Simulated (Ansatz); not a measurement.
Born–Oppenheimer molecular dynamics of CH5N + HCN (or HNC) (10 atoms, charge 0, multiplicity 1). It goes on from the last frame of an earlier run, with new velocities.

These are results of Ansatz, RKS B3LYP-D4/cc-pVDZ, not measurements.

```yaml
ensemble: NVE (velocity Verlet)
time_step: 0.25 fs
steps_asked: 250
starting_velocities_drawn_for: 1000 K
seed: 623744
```

First frame:

```xyz
10
Properties=species:S:1:pos:R:3
C -0.808 0.187 -1.900
N 0.178 0.117 -0.802
H -0.528 -0.364 -2.867
H -0.928 1.232 -2.127
H -1.695 -0.364 -1.515
H 1.121 0.519 -0.966
H 0.352 -0.856 -0.591
C -0.492 0.119 2.789
N -0.889 0.139 3.855
H -0.103 0.281 1.737
```

(1) How far do the bonds stretch over the last three quarters of this one trajectory? (Pairs bonded in most of those frames.)

Answers

(1) 
```json
{"bond": "C1–N2", "mean (Å)": "1.474", "spread (Å)": "0.028", "shortest": "1.43", "longest": "1.52"}
{"bond": "C1–H3", "mean (Å)": "1.113", "spread (Å)": "0.040", "shortest": "1.05", "longest": "1.18"}
{"bond": "C1–H4", "mean (Å)": "1.118", "spread (Å)": "0.056", "shortest": "1.02", "longest": "1.20"}
{"bond": "C1–H5", "mean (Å)": "1.109", "spread (Å)": "0.019", "shortest": "1.07", "longest": "1.15"}
{"bond": "N2–H6", "mean (Å)": "1.031", "spread (Å)": "0.046", "shortest": "0.96", "longest": "1.10"}
{"bond": "N2–H7", "mean (Å)": "1.024", "spread (Å)": "0.010", "shortest": "1.00", "longest": "1.05"}
{"bond": "C8–N9", "mean (Å)": "1.166", "spread (Å)": "0.044", "shortest": "1.09", "longest": "1.23"}
{"bond": "C8–H10", "mean (Å)": "1.117", "spread (Å)": "0.072", "shortest": "0.98", "longest": "1.24"}
```

Mean temperature of the second half: 730 K. The conserved energy stayed within 0.22 meV per atom of its start (net change 0.023 meV per atom), so the integration is sound. A run of 0.062 ps of so small a system gives no equilibrium averages.

The run took 7.4 min on 2 CPU threads of a shared host.
